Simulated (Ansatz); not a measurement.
# Palladium, fcc under r²SCAN: testing the Methfessel-Paxton smearing

Aim: find which Methfessel-Paxton smearing width is enough for energy and pressure. The geometry was relaxed under r²SCAN beforehand and stays fixed; 7 values are run, from 0.01 to 1.0 eV. Wanted are the values from which on the energy stays within 10 and 1 meV/atom, and the pressure within 0.5 GPa, of the narrowest run. Within the series other settings stay, but some runs also write fields, which adds to their time. Spin polarisation is left out.

Program: Ansatz 0.2.0. Level of theory: DFT r²SCAN, plane waves with PAW, scalar-relativistic. These are calculated values, not measurements.

### Step 1. The starting structure

The structure is cubic, space group Fm-3m (No. 225). The conventional cell has a = 3.912 Å, b = 3.912 Å, c = 3.912 Å, α = 90.00°, β = 90.00°, γ = 90.00°. Pd (site symmetry m-3m) is surrounded by 12 Pd at 2.77 Å.

Coordinates:

```xyz
1
Lattice="0.0000 1.9559 1.9559 1.9559 0.0000 1.9559 1.9559 1.9559 0.0000" Properties=species:S:1:pos:R:3 pbc="T T T"
Pd    0.0000    0.0000    0.0000
```

### Step 2. With a width of 0.01 eV

The run at 0.01 eV.

input.yaml

```yaml
crystal:
  lattice:
    - [0.0, 1.9558504376, 1.9558504376]
    - [1.9558504376, 0.0, 1.9558504376]
    - [1.9558504376, 1.9558504376, 0.0]
  atoms:
    - { symbol: Pd, position: [0.0, 0.0, 0.0] }
hamiltonian:
  xc: r2scan
  pseudopotentials:
    kind: paw
    azcp:
      Pd: "pseudopotentials/Pd.paw.azcp"
basis:
  ecutwfc: 500
  fft_grid_basis: typed
kpoints:
  mp_grid: { grid: [14, 14, 14], shift: [0, 0, 0] }
magnetization:
  spin_polarized: false
scf:
  occupations: { method: methfessel_paxton, width: 0.01 }
  lower_state_search: "off"
output:
  stress: true
  write_density: true
  write_potential: true
  elf: true
  volumetric_format: npy
```

Started as:

```console
> ansatz run input.yaml --threads 2 --pin off --max-ram 5120MiB --backend cpu --events-out ev --progress --plain --runs-dir out
```

### Step 3. With a width of 0.03 eV

The run at 0.03 eV.

input.yaml, as its differences from that of step 2:

```diff
@@ -21,3 +21,3 @@
 scf:
-  occupations: { method: methfessel_paxton, width: 0.01 }
+  occupations: { method: methfessel_paxton, width: 0.03 }
   lower_state_search: "off"
@@ -25,5 +25 @@
   stress: true
-  write_density: true
-  write_potential: true
-  elf: true
-  volumetric_format: npy
```

### Step 4. With a width of 0.1 eV

The run at 0.1 eV.

input.yaml, as its differences from that of step 3:

```diff
@@ -21,3 +21,3 @@
 scf:
-  occupations: { method: methfessel_paxton, width: 0.03 }
+  occupations: { method: methfessel_paxton, width: 0.1 }
   lower_state_search: "off"
@@ -25 +25,5 @@
   stress: true
+  write_density: true
+  write_potential: true
+  elf: true
+  volumetric_format: npy
```

### Step 5. With a width of 0.2 eV

The run at 0.2 eV.

input.yaml, as its differences from that of step 4:

```diff
@@ -21,3 +21,3 @@
 scf:
-  occupations: { method: methfessel_paxton, width: 0.1 }
+  occupations: { method: methfessel_paxton, width: 0.2 }
   lower_state_search: "off"
@@ -25,5 +25 @@
   stress: true
-  write_density: true
-  write_potential: true
-  elf: true
-  volumetric_format: npy
```

### Step 6. With a width of 0.3 eV

The run at 0.3 eV.

input.yaml, as its differences from that of step 5:

```diff
@@ -21,3 +21,3 @@
 scf:
-  occupations: { method: methfessel_paxton, width: 0.2 }
+  occupations: { method: methfessel_paxton, width: 0.3 }
   lower_state_search: "off"
```

### Step 7. With a width of 0.6 eV

The run at 0.6 eV.

input.yaml, as its differences from that of step 6:

```diff
@@ -21,3 +21,3 @@
 scf:
-  occupations: { method: methfessel_paxton, width: 0.3 }
+  occupations: { method: methfessel_paxton, width: 0.6 }
   lower_state_search: "off"
@@ -25 +25,5 @@
   stress: true
+  write_density: true
+  write_potential: true
+  elf: true
+  volumetric_format: npy
```

### Step 8. With a width of 1.0 eV

The run at 1.0 eV.

input.yaml, as its differences from that of step 7:

```diff
@@ -21,3 +21,3 @@
 scf:
-  occupations: { method: methfessel_paxton, width: 0.6 }
+  occupations: { method: methfessel_paxton, width: 1.0 }
   lower_state_search: "off"
@@ -25,5 +25 @@
   stress: true
-  write_density: true
-  write_potential: true
-  elf: true
-  volumetric_format: npy
```

(Steps that only read results are left out.)

What does the calculation give?

**Answer**, as computed:

| quantity | value |
| --- | --- |
| E(σ → 0) stays within 10 meV/atom of 0.01 eV | up to 0.3 eV |
| E(σ → 0) stays within 1 meV/atom | up to 0.2 eV |
| pressure stays within 0.5 GPa | up to 1.0 eV |
| pressure at 0.01 eV | -0.27 GPa |
| energy of a separate run on a finer mesh (23×23×23) | -13.2 meV/atom from 0.01 eV |

The far end, 1.0 eV, lies -43.7 meV/atom and -0.4 GPa from the yardstick. Over the range F shifts by -56.5 meV/atom, while E(σ → 0) shifts by -43.7. This scheme cancels the term in the square of the width, so F moves little up to 0.2 eV. The mesh (14×14×14) is fixed, so the narrowest widths carry a k-point error of their own. The yardstick itself is unsettled by 13.2 meV/atom against the finer mesh, so the thresholds above hold only within this series, and wider smearing, which averages over more states, can land nearer the fine-mesh value than the narrowest does.
